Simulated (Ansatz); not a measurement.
An Ansatz input:

```yaml
crystal:
  lattice:
    - [3.542758142, 0.0, 0.0]
    - [-1.771379071, 3.0681185504, 0.0]
    - [0.0, 0.0, 5.552430554]
  atoms:
    - { symbol: Lu, position: [0.3333333333, 0.6666666667, 0.25] }
    - { symbol: Lu, position: [0.6666666667, 0.3333333333, 0.75] }
hamiltonian:
  xc: revpbe
  pseudopotentials:
    kind: paw
    azcp:
      Lu: "pseudopotentials/Lu.paw.azcp"
basis:
  ecutwfc: 420
  fft_grid_basis: typed
kpoints:
  mp_grid: { grid: [5, 5, 3], shift: [0, 0, 0] }
magnetization:
  spin_polarized: false
scf:
  occupations: { method: fermi_dirac, width: 0.1 }
```

and its output:

```
band count auto-derived: 31 (N_el = 50.0; filled up to band 25; 30 by the electrons, moments and atoms)
Engine: ansatz 0.2.0, x86_64-unknown-linux-gnu
Pseudopotentials: kind: paw
Pseudopotential: Lu, paw, valence charge 25, recommended cutoff 420 eV (normal) 
Functional definition: revPBE
  parameter kappa = 1.245
  parameter beta = 0.06672455060314922
  exchange = pbe_x(kappa = kappa, mu = beta*pi^2/3)
  correlation = pbe_c(beta = beta)
Crystal: 2 atoms, lattice volume = 60.353 Å³
Basis set: ecut = 420 eV, 1153 PW (Γ)
Bands: 31, of which v1, the nominal top of the filled ones, is band 25 counted from 1 (24 counted from 0)
Symmetry: 24 space group operations
Space group: P63/mmc (ITA 194), of the structure as read, at distance tolerance 3.9e-5 Å
k-points: 10 of 75
Non-local potential: Lu, projectors of the file, l = 0: 3, l = 1: 2, l = 2: 2, l = 3: 3
PAW form: soft (Blöchl's): semilocal exchange-correlation on the pseudo side does not see the compensation charge
PAW frozen core: Lu, regenerated for the run's functional, and the local potential with it (the file was generated under x = pbe(κ = 0.804, μ = 0.2195149727645171), c = pbe(β = 0.06672455060314922))
PAW one-centre angular grid: Lu, 590 points (default); XC on 64 Gauss nodes
Initial density: superposition of atomic densities (neutral atoms: chi_scale 0, normalization atom), corrected by the library's trained network
Initial wavefunctions: pseudopotential atomic-orbital guess
Functional: x = revpbe(κ = 1.245, μ = 0.2195149727645171), c = pbe(β = 0.06672455060314922)
SCF iter   1: F=—  HF=-29482.416144 eV  |F-HF|=—  |Δ(HF+E_count)|=         —  Δρ=2.60e-3  dr2=2.89e-3  ethr=1.77e-3  ⟨swp⟩=5.2  Hψ=1289  notcnv=0
SCF iter   2: F=—  HF=-29482.412505 eV  |F-HF|=—  |Δ(HF+E_count)|=   3.64e-3  Δρ=2.16e-3  dr2=2.21e-3  ethr=5.78e-6  ⟨swp⟩=3.3  Hψ=915  notcnv=0
SCF iter   3: F=—  HF=-29482.409742 eV  |F-HF|=—  |Δ(HF+E_count)|=   2.76e-3  Δρ=1.47e-3  dr2=1.12e-3  ethr=4.41e-6  ⟨swp⟩=2.9  Hψ=732  notcnv=0
SCF iter   4: F=—  HF=-29482.410000 eV  |F-HF|=—  |Δ(HF+E_count)|=   2.58e-4  Δρ=6.38e-4  dr2=1.87e-4  ethr=2.23e-6  ⟨swp⟩=2.2  Hψ=607  notcnv=0
SCF iter   5: F=—  HF=-29482.409906 eV  |F-HF|=—  |Δ(HF+E_count)|=   9.39e-5  Δρ=1.80e-4  dr2=1.47e-5  ethr=3.74e-7  ⟨swp⟩=2.2  Hψ=543  notcnv=0
SCF iter   6: F=—  HF=-29482.409850 eV  |F-HF|=—  |Δ(HF+E_count)|=   5.59e-5  Δρ=6.73e-5  dr2=1.08e-6  ethr=2.94e-8  ⟨swp⟩=3.4  Hψ=780  notcnv=0
SCF iter   7: F=—  HF=-29482.409818 eV  |F-HF|=—  |Δ(HF+E_count)|=   3.23e-5  Δρ=1.86e-5  dr2=7.50e-8  ethr=2.00e-10  ⟨swp⟩=3.6  Hψ=1657  notcnv=0
SCF iter   8: F=—  HF=-29482.409817 eV  |F-HF|=—  |Δ(HF+E_count)|=   1.19e-6  Δρ=3.01e-6  dr2=6.00e-9  ethr=1.50e-10  ⟨swp⟩=4.8  Hψ=1165  notcnv=0
SCF iter   9: F=-29482.409817 eV  HF=-29482.409817 eV  |F-HF|=1.18e-8  |Δ(HF+E_count)|=   3.65e-8  Δρ=9.85e-7  dr2=5.37e-10  ethr=1.20e-11  ⟨swp⟩=4.3  Hψ=1083  notcnv=0
SCF 1 converged in 9 iterations: F = -29482.409817 eV  dr2 = 5.37e-10
SCF converged after 9 iterations
Free energy (F): -29482.409817 eV
Harris-Foulkes:  -29482.409817 eV  (|F-HF|=1.18e-8)
Internal energy: -29482.270878 eV  (E = F + TS)
E sigma→0 (E₀):  -29482.340348 eV
Entropy (-TS):   -0.138938 eV (-69.469 meV/atom)
Fermi energy:    13.242398 eV
--- Per-component energies (eV) ---
  E_band       = -34.461882
  E_kinetic    = 834.292021
  E_local      = -13627.404808  (includes V_loc(G=0)·N_el)
  E_nonlocal   = 1151.533365
  E_hartree    = 5707.862405
  E_xc         = -435.601854
  E_vxc        = -514.567175  (∫ρ·V_xc dr)
  E_paw        = -14765.807625  (= ΣΔE_a)
  E_vpaw       = 705.956903  (= ΣTr[D̂ρ^β])
  E_aug_tail   = 0.000074  (compensation charges beyond the density's cutoff)
  E_ewald      = -8346.914605
  E_core_change = -0.229853  (= ΣΔE_core)
  E_smearing   = -0.138938  (= −TS)
  E_closure    = -0.000000  (closes the sum)
  Σ components = -29482.409817   (vs F -29482.409817, Δ=0.00e0)
```
